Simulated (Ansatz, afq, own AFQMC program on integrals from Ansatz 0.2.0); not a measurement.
**Be$_{2}$H$_{2}$, singlet → Be$_{2}$H$_{2}$⁺, doublet, worked out**

```yaml
atoms:
  - { symbol: Be, position_ang: [0.0000, 0.0000, 1.0527] }
  - { symbol: Be, position_ang: [0.0000, 0.0000, -1.0527] }
  - { symbol: H, position_ang: [0.0000, 0.0000, 2.4002] }
  - { symbol: H, position_ang: [0.0000, 0.0000, -2.4002] }
```

Connectivity, by distances: BeH–BeH.

Both states at this geometry.

Basis cc-pVDZ. Noble-gas cores (and the filled d shells of Ga–Kr and In–Xe) are frozen. Integrals, coupled cluster, full CI and functionals: Ansatz 0.2.0; the random walks run on the same integrals in our own AFQMC program. ph-AFQMC/CISD is guided by a CISD state made of CCSD amplitudes; releasing the constraint for a short imaginary time cuts its bias at the price of noise, slowly where states lie close. ± is one standard error of the sampling.

Total energies in eV. CBS is CCSD(T) at the limit of def2-TZVPP/QZVPP (extrapolated itself); the highest rung of each member is named.

Cautions: Be₂H₂⁺ (doublet): the ph-AFQMC/HF walk drifts between its halves (2.8 errors).

```
         member  count  CCSD(T)/cc-pVDZ  highest rung in cc-pVDZ  which  CCSD(T)/CBS
Be₂H₂⁺, doublet     +1        -820.1730                -820.1848    FCI    -820.7758
 Be₂H₂, singlet     -1        -829.6772                -829.6915    FCI    -830.4927
```

Q: Work out the best estimate of the vertical ionization energy: the CCSD(T)/CBS difference plus the step from CCSD(T) to the highest rung.

A: Sums with the counts: CCSD(T)/CBS 9.7169 eV, highest rung 9.5067 eV, CCSD(T)/cc-pVDZ 9.5042 eV. The step is 9.5067 − 9.5042 = 0.0025 eV, so the best estimate is 9.7169 + (0.0025) = 9.7194 eV. The basis set is worth 0.213 eV of it. Zero-point, core-correlation and spin–orbit terms aren't in it.

Best estimates are given only where the step beyond CCSD(T) is under 0.3 eV and no member's determinant is very poor (T1 over 0.05, or 0.07 for open shells, ⟨S²⟩ too high by 0.3, two states mixed), so the hardest cases are missing from such tables.

Each member of a difference takes its own highest rung, so a best estimate needn't equal the limit plus the step of one row.
